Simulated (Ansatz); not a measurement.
# Bromine, solid Br2 (Cmce) under revPBE: ground state and equation of state

What does revPBE give for bromine in the solid Br2 (Cmce) structure? We relax it, solve it on a dense k-mesh, switch on spin-orbit coupling, then scale the cell to 7 volumes from 88 to 112 % of the relaxed one and try a fit of the equation of state. The k-meshes are 5×5×2 for the relaxation; 7×7×4 for the dense run; 6×6×3 for spin-orbit coupling; 7×7×4 for the volumes. It starts from a measured cell (COD).

Method: DFT revPBE, plane waves (420 eV) with PAW, scalar-relativistic; PAW files made under PBE, frozen cores solved again for the functional, in Ansatz 0.2.0.

## (1) The starting structure

Symmetry: Cmce, No. 64, orthorhombic system. Conventional cell: a = 6.567 Å, b = 4.468 Å, c = 8.694 Å, α = 90.00°, β = 90.00°, γ = 90.00°. Br (site symmetry m) has 1 Br at 2.30 Å as nearest neighbours.

Coordinates:

```xyz
4
Lattice="3.2836 -2.2339 0.0000 3.2836 2.2339 0.0000 0.0000 0.0000 8.6938" Properties=species:S:1:pos:R:3 pbc="T T T"
Br    3.2836   -1.6129    0.9685
Br    3.2836   -0.6210    5.3154
Br    3.2836    1.6129    7.7253
Br    3.2836    0.6210    3.3784
```

## (2) Relaxation of the cell

input.yaml reads:

```yaml
crystal:
  lattice:
    - [3.2836, -2.2339, 0.0]
    - [3.2836, 2.2339, 0.0]
    - [0.0, 0.0, 8.6938]
  atoms:
    - { symbol: Br, position: [0.861, 0.139, 0.1114] }
    - { symbol: Br, position: [0.639, 0.361, 0.6114] }
    - { symbol: Br, position: [0.139, 0.861, 0.8886] }
    - { symbol: Br, position: [0.361, 0.639, 0.3886] }
hamiltonian:
  xc: revpbe
  pseudopotentials:
    kind: paw
    azcp:
      Br: "pseudopotentials/Br.paw.azcp"
basis:
  ecutwfc: 420
  fft_grid_basis: typed
kpoints:
  mp_grid: { grid: [5, 5, 2], shift: [0, 0, 0] }
magnetization:
  spin_polarized: false
scf:
  occupations: { method: fermi_dirac, width: 0.05 }
relax:
  max_steps: 60
  f_tol: 0.01
  cell: {}
```

Further steps of the session: Single point on a dense mesh; With spin-orbit coupling; The cell scaled to 88 % of its volume; The cell scaled to 92 % of its volume; The cell scaled to 96 % of its volume; The cell scaled to 100 % of its volume; The cell scaled to 104 % of its volume; The cell scaled to 108 % of its volume; The cell scaled to 112 % of its volume.

**Question.** What will these runs give? Wanted: space group; conventional cell; volume; shortest distance; gap on the mesh; gap with spin-orbit coupling, on another mesh; V₀, B₀, B₀′.

**Answer**, as computed:

| quantity | value |
| --- | --- |
| space group (spins left aside) | Cmce (No. 64) |
| conventional cell | a = 10.571 Å, b = 4.717 Å, c = 8.970 Å |
| volume | 55.907 Å³/atom |
| shortest distance | 2.359 Å |
| against the measured volume | +75.3 % (31.886 Å³/atom) |
| gap on the mesh | 1.60 eV |
| gap with spin-orbit coupling, on another mesh | 1.55 eV |
| V₀, B₀, B₀′ | 55.940 Å³/atom, 13.8 GPa, 4.8 |

What this shows: The volume comes out 75.3 % larger than measured. No dispersion term holds the layers, chains or molecules together, so the cell swells. The mesh shows a gap of 1.60 eV. The mesh samples the bands at few points and may miss the band edges. The spin-orbit run has a gap of 1.55 eV against 1.60 eV; the two meshes hold different k-points, and a band edge that one misses the other may hit, so the change says little about spin-orbit coupling. The total energy of the spin-orbit run lies -0.36 eV/atom from the scalar one, but the two kinds of run don't share a zero of energy: only differences within one kind count. B₀ comes out at 13.8 GPa, a soft solid; even scaling stretches the bonds with the cell, so it lies well above the modulus that a cell free to change shape would show.
